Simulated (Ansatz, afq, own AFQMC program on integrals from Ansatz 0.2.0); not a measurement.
# Atomization energy of C2H6ClFOSi, singlet

```xyz
12

C     1.2063   -1.1732   -0.9713
C     0.6928    0.0753   -0.2973
O    -0.6993   -0.0545   -0.0610
Si   -1.6489    0.8320    0.9229
F    -1.8039    2.3405    0.3687
Cl   -0.7989    0.9960    2.7856
H     0.6842   -1.3421   -1.9246
H     2.2835   -1.0820   -1.1761
H     1.0470   -2.0538   -0.3315
H     0.8713    0.9608   -0.9322
H     1.2184    0.2448    0.6594
H    -2.9754    0.2009    0.9913
```

Atoms in their ground-state spins without spin–orbit coupling (mostly on UHF) minus the molecule (RHF), without zero-point energy. The geometry is a stationary point, not shown to be a minimum.

Basis def2-SVP. Only valence electrons are correlated. Integrals, coupled cluster, full CI and functionals: Ansatz 0.2.0; the random walks run on the same integrals in our own AFQMC program. The CISD trial takes its coefficients from CCSD amplitudes. Released means that phaseless walkers are propagated on without the constraint, phases kept. ± is one standard error of the sampling. The errors of all members are added in quadrature.

No full CI on the walks' own integrals is used here. The released AFQMC energy serves as the reference, which it does only where one determinant dominates, the energy is flat over the last release times and near the phaseless one (40 meV or 2 meV an electron, half that with transition metals). On small molecules, where full CI could be run and the noise was under 10 meV, such values lay within 10 meV of it in 19 cases of 20, a flattering rate, since the rule was set on those same cases; what remains of the bias isn't in the error bar. Each member takes its own surest rung, up to full CI.

The best estimate is CCSD(T) at the basis-set limit (CBS: def2-TZVPP and def2-QZVPP, with their diffuse functions for anions and beside diffuse sets, MP2 extrapolated, CCSD(T) minus MP2 from TZVPP) plus the step from CCSD(T) to AFQMC with the constraint released in def2-SVP. Rows without CBS are in def2-SVP, the functionals in def2-TZVP; B2PLYP and the wave-function rows carry a basis error of their own. Core correlation and relativity beyond core potentials are missing, and ± holds the sampling alone.

Cautions: C₂H₆ClFOSi (singlet): the released value is read at 0.63 1/Eh with a noise of 22 meV, more than in the cases checked, later times being too noisy (meV from the phaseless value at times in 1/Eh: -19 ± 20 at 0.21, 11 ± 22 at 0.42, -2 ± 22 at 0.63, -20 ± 34 at 0.90); other spins of the molecule weren't checked.

```tsv
level	atomization energy (kJ/mol)
B3LYP	4634.6
PBE	4736.7
CCSD	4384.1
```

Problem. From these cheaper values, estimate the atomization energy at the level of the best estimate.

Solution. 4716.2 ± 2.1 kJ/mol (best estimate, highest rung released AFQMC).

| level | atomization energy (kJ/mol) | error against the best estimate (kJ/mol) |
| --- | --- | --- |
| HF | 3492.7 | -1223.5 ± 2.1 |
| MP2 | 4503.5 | -212.7 ± 2.1 |
| CCSD(T) | 4424.5 | -291.7 ± 2.1 |
| ph-AFQMC/CISD | 4428.2 ± 1.2 | -288.0 ± 2.4 |
| released AFQMC | 4426.4 ± 2.2 | -289.8 |
| HF/CBS | 3516.0 | -1200.2 ± 2.1 |
| MP2/CBS | 4816.4 | 100.2 ± 2.1 |
| CCSD(T)/CBS | 4713.8 | -2.4 ± 2.1 |
| r2SCAN | 4702.1 | -14.1 ± 2.1 |
| PBE0 | 4662.4 | -53.8 ± 2.1 |
| wB97M-V | 4709.7 | -6.5 ± 2.1 |
| B2PLYP | 4630.5 | -85.7 ± 2.1 |

Correlation beyond CCSD(T) changes it by less than twice the noise. Going to the basis-set limit adds 289.3 kJ/mol at CCSD(T). The perturbative (T) step is worth +40.4 kJ/mol. The functionals spread over 106.2 kJ/mol; wB97M-V and r2SCAN come nearest and B2PLYP is 85.7 kJ/mol too low.

Best estimates are given only where the step beyond CCSD(T) is under 0.3 eV and no member's determinant is very poor (T1 over 0.05, or 0.07 for open shells, ⟨S²⟩ too high by 0.3, two states mixed), so the hardest cases are missing from such tables.

The functionals ran in a triple-zeta set and keep a basis error of their own, a few kJ/mol for each bond in atomization energies and more for double hybrids, so close places among them and the extrapolated levels can swap.

Each member of a difference takes its own highest rung, so a best estimate needn't equal the limit plus the step of one row. Released energies are given only where the last usable release times agree within the noise; a slower fall can still hide under it.
